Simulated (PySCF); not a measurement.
The scaffold HS-X carries different groups X. All species are isolated molecules in the gas phase. One relaxed conformer stands for each flexible species; it need not be the lowest. Strings in code marks are SMILES.

Calculation: B3LYP-D3(BJ)/def2-TZVP (PySCF 2.14.0). B3LYP has the VWN-RPA correlation part, as in Gaussian. 

```json
[
 {"species": "X = H (`S`)", "S1 oscillator strength": "–", "LUMO (eV)": "–"},
 {"species": "X = dimethylamino (`CN(C)S` (C–N–S–H torsion 67°))", "S1 oscillator strength": "0.002", "LUMO (eV)": "–"},
 {"species": "X = ethynyl", "S1 oscillator strength": "0.000", "LUMO (eV)": "-0.57"},
 {"species": "X = borono", "S1 oscillator strength": "___", "LUMO (eV)": "___"},
 {"species": "X = methylsulfinyl (`C[S@](=O)S` (O–S–S–H torsion 85°))", "S1 oscillator strength": "0.026", "LUMO (eV)": "-1.60"},
 {"species": "X = acetoxy (`C(=O)(C)OS` (O–C–O–S torsion -1°, C–O–S–H torsion 1°))", "S1 oscillator strength": "___", "LUMO (eV)": "___"},
 {"species": "X = isocyano (`[C-]#[N+]S`)", "S1 oscillator strength": "0.000", "LUMO (eV)": "-1.40"},
 {"species": "X = trifluorosilyl (`S[Si](F)(F)F`)", "S1 oscillator strength": "0.001", "LUMO (eV)": "-0.45"},
 {"species": "X = cyanomethyl (`SCC#N`)", "S1 oscillator strength": "0.001", "LUMO (eV)": "-0.82"},
 {"species": "X = methylamino (`CNS` (C–N–S–H torsion 61°))", "S1 oscillator strength": "___", "LUMO (eV)": "-0.03"},
 {"species": "X = propynyl (`CC#CS`)", "S1 oscillator strength": "0.000", "LUMO (eV)": "-0.22"},
 {"species": "X = AlH2 (`[AlH2][SH]`)", "S1 oscillator strength": "0.077", "LUMO (eV)": "-1.61"}
]
```

Q: Complete the blanks.

A: 
- X = borono, S1 oscillator strength: 0.005
- X = borono, LUMO (eV): -0.10
- X = acetoxy (`C(=O)(C)OS` (O–C–O–S torsion -1°, C–O–S–H torsion 1°)), S1 oscillator strength: 0.000
- X = acetoxy (`C(=O)(C)OS` (O–C–O–S torsion -1°, C–O–S–H torsion 1°)), LUMO (eV): -1.39
- X = methylamino (`CNS` (C–N–S–H torsion 61°)), S1 oscillator strength: 0.003
